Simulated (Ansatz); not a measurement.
Relaxation of FH$_{5}$OSi (8 atoms, charge 0, multiplicity 1), to a largest force component of 0.03 eV/Å in at most 50 steps.

These are results of RKS BLYP-D4/def2-SVP in Ansatz, not measurements.

```xyz
8
Properties=species:S:1:pos:R:3
Si -0.154 0.155 0.032
O -0.138 0.197 1.722
H -0.959 -0.094 2.160
H 1.271 0.257 -0.393
H -0.882 1.371 -0.482
H -0.846 -1.051 -0.527
F 1.204 -2.107 0.972
H 1.245 -1.513 1.692
```

Where does it end, and by what steps?

It converged. After 9 steps the energy has fallen by 0.194 eV; F7 moved furthest, 0.33 Å.

| step | energy less start (eV) | largest force component (eV/Å) | accepted |
| --- | --- | --- | --- |
| 0 | 0.0000 | 0.496 | yes |
| 1 | -0.0465 | 1.916 | yes |
| 2 | -0.1379 | 1.132 | yes |
| 3 | -0.0541 | 1.500 | no |
| 4 | -0.1883 | 0.194 | yes |
| 5 | -0.1916 | 0.083 | yes |
| 6 | -0.1924 | 0.186 | yes |
| 7 | -0.1935 | 0.053 | yes |
| 8 | -0.1938 | 0.044 | yes |
| 9 | -0.1940 | 0.028 | yes |

```xyz
8
Properties=species:S:1:pos:R:3
Si -0.151 0.160 -0.042
O -0.010 -0.037 1.657
H -0.846 -0.017 2.160
H 1.239 0.319 -0.546
H -0.951 1.402 -0.312
H -0.845 -1.003 -0.679
F 1.375 -2.169 1.252
H 0.930 -1.441 1.686
```

Whether the end is a true minimum wasn't checked by a vibrational analysis.

Time of the run: 17 s on 1 thread of Arm Neoverse V2, with other jobs on the host, peak memory 0.13 GiB.
